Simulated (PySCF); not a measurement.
Several orderings of computed values.

All species are isolated and taken at one optimised geometry, non-relativistic unless stated. Electronic properties by PySCF.

The conformers computed, where there is a choice (atom-mapped SMILES and torsion angles):
- `[CH:1]#[C:2][P@:3](=[O:4])([OH:5])/[CH:6]=[CH:7]/[CH3:8]`: C2–P3–C6–C7 -123°, H–O5–P3–C2 113°
- `[CH3:1][S:2]/[CH:3]=[N:4]/[SiH3:5]`: C1–S2–C3–N4 0°
- `[H]/[N:5]=[CH:4]/[C:2](=[CH2:1])[SiH3:3]`: C1–C2–C4–N5 180°
- `[CH:1]#[C:2][P@:3](=[O:4])([OH:5])[C:6](=[CH2:7])[CH3:8]`: C2–P3–C6–C7 -3°, H–O5–P3–C2 110°
- `[SiH3:1][O:2][SiH2:3][CH2:4][Cl:5]`: Si1–O2–Si3–C4 -179°, O2–Si3–C4–Cl5 -179°
- `[CH2:1]=[CH:2][SiH2:3][C:4]([NH2:5])=[O:6]`: C1–C2–Si3–C4 -109°, C2–Si3–C4–N5 22°, H–N5–C4–Si3 -2°, H–N5–C4–Si3 179°
- `[SiH3:1][NH:2][SiH2:3][N:4]([SiH3:5])[SiH3:6]`: Si1–N2–Si3–N4 154°, N2–Si3–N4–Si5 176°
- `[CH3:1][CH2:2][PH:3][CH3:4]`: C1–C2–P3–C4 -169°

The conformers of `F[C@@H]1C=C(Cl)COC1` aren't listed.

Question: Rank by static isotropic polarisability, highest first (CAM-B3LYP/def2-SVPD at GFN2-xTB geometries).
A. `CS/C=N/[SiH3]` (C2H7NSSi)
B. `FC(=C=S)F` (C2F2S)
C. `P#N` (PN)
D. `C#C[P@](=O)(O)/C=C/C` (C5H7O2P)
E. `F[C@@H]1C=C(Cl)COC1` (C5H6ClFO)
F. `[H]/N=C/C(=C)[SiH3]` (C3H7NSi)

Answer: D (87.5 au), A (83.4 au), E (75.7 au), F (72.6 au), B (48.2 au), C (25.4 au).

Question: Rank by lowest singlet excitation, lowest first (TDDFT CAM-B3LYP/def2-SVPD at GFN2-xTB geometries).
A. `C#C[P@](=O)(O)C(=C)C`
B. `C(=C(F)F)=S`
C. `[SiH3]O[SiH2]CCl`
D. `CS/C=N/[SiH3]`

Answer: B (1.35 eV), D (4.27 eV), A (6.10 eV), C (6.74 eV).

Question: Rank by lowest triplet excitation (Tamm–Dancoff), lowest first (TDA CAM-B3LYP/def2-SVPD at GFN2-xTB geometries).
A. `[H]/N=C/C(=C)[SiH3]`
B. `CP(C)C`
C. `FC(F)=C=S`
D. `C#C[P@](=O)(O)C(=C)C`
E. `F[C@@H]1C=C(Cl)COC1`

Answer: C (0.91 eV), A (3.56 eV), E (4.14 eV), D (4.31 eV), B (5.51 eV).

Question: Rank by dipole moment, highest first (CAM-B3LYP/def2-SVPD at GFN2-xTB geometries).
A. `C=C(C)[P@@](O)(C#C)=O`
B. `[SiH3]N[SiH2]N([SiH3])[SiH3]`
C. `[SiH3]O[SiH2]CCl`
D. `C=C[SiH2]C(N)=O`
E. `CP(C)C`
F. `CS/C=N/[SiH3]`

Answer: D (4.37 D), A (2.89 D), C (2.19 D), E (1.22 D), B (0.63 D), F (0.13 D).

Give the two extremes of that set in atomic units.

`CS/C=N/[SiH3]`: 0.05 au; `C=C[SiH2]C(N)=O`: 1.72 au.

Question: Rank by smallest rotational constant, lowest first (GFN2-xTB).
A. `CPCC` (C3H9P)
B. `CS/C=N/[SiH3]` (C2H7NSSi)
C. `[SiH3]O[SiH2]CCl` (CH7ClOSi2)
D. `S=C=C(F)F` (C2F2S)
E. `P#N` (PN)

Answer: C (0.740 GHz), B (1.235 GHz), D (1.775 GHz), A (2.696 GHz), E (24.640 GHz).

By how much do the two ends of that ranking differ?

By 23.900 GHz, between `N#P` (PN) and `[SiH3]O[SiH2]CCl`.

Question: Rank by electronic spatial extent ⟨r²⟩ about the centre of nuclear charge, highest first (CAM-B3LYP/def2-SVPD at GFN2-xTB geometries).
A. `CCPC` (C3H9P)
B. `C#C[P@](=O)(O)/C=C/C` (C5H7O2P)
C. `C=C[SiH2]C(N)=O` (C3H7NOSi)
D. `CS/C=N/[SiH3]` (C2H7NSSi)
E. `[SiH3]N[SiH2]N([SiH3])[SiH3]` (H12N2Si4)

Answer: E (1892 bohr²), B (1319 bohr²), D (941 bohr²), C (857 bohr²), A (516 bohr²).

Give the two extremes of that set in Å².

`CCPC` (C3H9P): 145 Å²; `[SiH3]N[SiH2]N([SiH3])[SiH3]`: 530 Å².
